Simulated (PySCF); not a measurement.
## C5H12N: g tensor and hyperfine couplings

C5H12N (doublet state).
Atom-mapped SMILES: `[CH2:1][NH:2][CH2:3][CH:4]([CH3:5])[CH3:6]` (hydrogens: H7, H8 on C1; H9 on N2; H10, H11 on C3; H12 on C4; H13, H14, H15 on C5; H16, H17, H18 on C6)

Geometry (GFN2-xTB, Å), atoms numbered from 1 in this order:
```
atom  x, y, z in Å
C1     2.8439    0.4937   -0.1169
N2     1.6273    0.0898    0.4158
C3     0.5854   -0.3665   -0.4713
C4    -0.7737   -0.3731    0.2377
C5    -1.1569    1.0424    0.6600
C6    -1.8403   -0.9725   -0.6745
H7     2.7974    1.0379   -1.0421
H8     3.6035    0.7585    0.5941
H9     1.7180   -0.4741    1.2516
H10    0.5523    0.3196   -1.3217
H11    0.7960   -1.3757   -0.8629
H12   -0.6880   -0.9965    1.1360
H13   -1.3244    1.6629   -0.2176
H14   -0.3585    1.4874    1.2483
H15   -2.0676    1.0329    1.2544
H16   -1.5858   -1.9939   -0.9487
H17   -2.8058   -0.9813   -0.1747
H18   -1.9315   -0.3851   -1.5857
```

The hyperfine couplings belong to this conformer and change with its torsions.

Computed, not measured: PySCF, UKS B3LYP, pcH-1 on C H N, non-relativistic, mean-field spin-orbit, GIAO. One conformer (not necessarily the lowest) at the GFN2-xTB geometry, without solvent, vibrations or thermal averaging. The geometry wasn't refined by DFT: couplings that depend on bond lengths, twists or pyramidal angles can differ widely from those at the functional's own minimum. Stability of the SCF solution: not tested.

```json
{
 "g1, g2, g3": "2.00215, 2.00280, 2.00339",
 "g_iso": "2.00278",
 "Form of g": "rhombic: the two nearest values differ by 47 % of g3 − g1",
 "⟨S²⟩": "0.7532 (exact 0.7500)",
 "HOMO–LUMO gap, α and β orbitals": "5.04, 6.94 eV",
 "Basis functions": "270"
}
```

Hyperfine couplings atom by atom, in G; T1 to T3 are the principal values of the dipolar part (MHz turned into gauss with g_iso; 10 G = 1 mT):

```csv
atom,isotope,a_iso,T1,T2,T3,Mulliken spin population
C1,13C,44.0,-23.6,-23.4,47.0,0.85
N2,14N,5.6,-5.0,-4.8,9.8,0.19
C3,13C,1.6,-0.9,-0.4,1.3,-0.01
C4,13C,0.6,-0.2,-0.2,0.4,0.00
C5,13C,1.0,-0.2,-0.1,0.4,0.00
C6,13C,-0.1,-0.1,0.0,0.1,0.00
H7,1H,-10.3,-11.1,-0.3,11.4,-0.03
H8,1H,-10.0,-11.1,-0.4,11.5,-0.03
H9,1H,1.4,-5.4,-2.4,7.8,0.00
H10,1H,2.1,-1.4,-1.1,2.5,0.00
H11,1H,9.2,-1.3,-1.0,2.3,0.03
H12,1H,-0.1,-0.7,-0.6,1.3,0.00
H13,1H,0.1,-0.4,-0.4,0.8,0.00
H14,1H,0.2,-1.1,-0.8,1.8,0.00
H15,1H,0.0,-0.3,-0.3,0.6,0.00
H16,1H,0.0,-0.3,-0.2,0.5,0.00
H17,1H,-0.1,-0.2,-0.2,0.3,0.00
H18,1H,0.0,-0.3,-0.2,0.5,0.00
```

The largest Mulliken spin populations are on C1 (+0.85) and N2 (+0.19). The angles at C1 add up to 350.5°, so it is slightly pyramidal.

Axes: g2 points within 10° of the C1–N2 bond.

Under fast tumbling the dipolar parts average out, and these isotropic splittings remain: 1 × 1H (H7, I = 1/2, 2 lines) with 1.03 mT, 1 × 1H (H8, I = 1/2, 2 lines) with 1.00 mT, 2 × 1H (H10/H11, I = 1/2, 3 lines) with 0.56 mT, 1 × 14N (N2, I = 1, 3 lines) with 0.56 mT and 1 × 1H (H9, I = 1/2, 2 lines) with 0.14 mT.

Nuclei that the bonding pattern makes equivalent are averaged, as if the motion that swaps them (rotation, inversion, ring flip) were fast. H7 and H8 aren't averaged: C1 is flat or nearly so (angle sum 350°), and its turn about the short C1–N2 bond (1.39 Å) is taken as slow. The 1H value of +15.8 MHz is a mean of couplings from 5.8 to 25.7 MHz in this one geometry, not an average over conformers.

The 13C coupling of C1 (123.2 MHz) shows only in satellite lines or after enrichment, since that isotope makes up about 1.07 % of natural carbon.

Examples of negative spin density at the nucleus (bohr⁻³): H7 (-0.0065) and H8 (-0.0063).
